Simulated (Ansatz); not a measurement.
The same path of BFH₄O (7 atoms, charge 0, multiplicity 1) was run twice with different band settings. Lost on the way: B1–H2, O5–H7. Made: H2–H7.

Method: RKS PBE0/def2-SVP (Ansatz).

Relaxed end points:

```xyz
7
Properties=species:S:1:pos:R:3
B 0.038 0.027 0.124
H 0.204 0.666 1.149
H 0.920 0.019 -0.718
F -1.245 0.031 -0.370
O 0.170 -1.567 0.728
H -0.027 -2.170 -0.004
H -0.540 -1.692 1.375
```

```xyz
7
Properties=species:S:1:pos:R:3
B -0.061 -0.316 -1.024
H 0.293 -0.862 3.456
H 0.755 0.544 -1.226
F -0.962 -0.611 -1.958
O -0.065 -0.982 0.144
H -0.761 -1.648 0.195
H 0.321 -0.813 2.697
```

Common settings: movable images 5; climbing image yes; spring 5.0 eV/Å²; optimiser quadratic models (default); force threshold 0.05 eV/Å; iteration limit 60; end points relaxed.

| run | start path |
| --- | --- |
| 1 | through a guess of the saddle point |
| 2 | straight line |

What does each run give, and how far can it be trusted?

Run 1: converged after 23 iterations, highest image 0.919 eV above the first end. Neighbouring images differ by up to 1.7 eV, so the band resolves the path poorly. A vibrational analysis at the climbing image gives one clearly imaginary mode, 1372i cm⁻¹: a first-order saddle point.
Run 2: converged after 34 iterations, highest image 0.919 eV above the first end. Neighbouring images differ by up to 1.7 eV, so the band resolves the path poorly. Another band between the same ends (5 images) ends at a top of the same energy, where a vibrational analysis finds 1 clearly imaginary mode.
The orbitals stay closed-shell, which can raise the energy where a bond breaks towards radicals; this wasn't checked here.
